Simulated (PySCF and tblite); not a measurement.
C₃H₇N, numbered as in [NH2:1][CH:2]1[CH2:3][CH2:4]1. Level: PBE0-D3(BJ)/def2-TZVP (IEF-PCM, chloroform)//PBE0-D3(BJ)/def2-SVP, thermal terms from GFN2-xTB, symmetry numbers and mirror pairs counted. Conformers within 3 kcal/mol (GFN2-xTB free energy) were kept, 8 at most. GIAO shieldings: PBE0/pcSseg-1 (IEF-PCM, chloroform). Shifts are against TMS (¹H), TMS (¹³C), NH3 (¹⁵N) at the same level; of two unlike H on one atom, a is the less shielded. Run with PySCF (density fitting) and tblite.

Torsions listed: H1–N1–C2–C3. Of a mirror pair one member is shown.

```json
{"conformer": "1", "shape": "-155°", "point group": "Cs", "mirror pair": "no", "ΔE(DFT)": "0.00", "Δ(G−E) at 323.15 K": "0.00", "δ H3b/H4b (ppm)": "0.23"}
{"conformer": "2", "shape": "-27°", "point group": "C1", "mirror pair": "yes", "ΔE(DFT)": "1.57", "Δ(G−E) at 323.15 K": "0.21", "δ H3b/H4b (ppm)": "0.03"}
```

Energies in kcal/mol; the thermal term leaves out symmetry numbers and mirror images.

Problem. Work out the weights at 323.15 K and the ¹H shift of H3b/H4b under fast exchange.

Solution. RT = 0.642 kcal/mol. Each conformer gets RT ln(σ/g), with σ the rotational symmetry number and g = 2 for a mirror pair: 1: σ = 1, g = 1, G = 0.00 + 0.00 + 0.00 = 0.00, 0.00 above the lowest, exp(−ΔG/RT) = 1.000; 2: σ = 1, g = 2, G = 1.57 + 0.21 − 0.45 = 1.34, 1.34 above the lowest, exp(−ΔG/RT) = 0.125. The sum is 1.125, so the weights are 88.9, 11.1 %. The averaged shift is 0.21 ppm. At 298.15 K it is 0.21 ppm. At 298.15 K the leading conformer alone gives 0.23 ppm and bare DFT energies give 0.22 ppm.


¹⁵N shifts are against a computed isolated NH3 molecule, about 20 ppm from the liquid.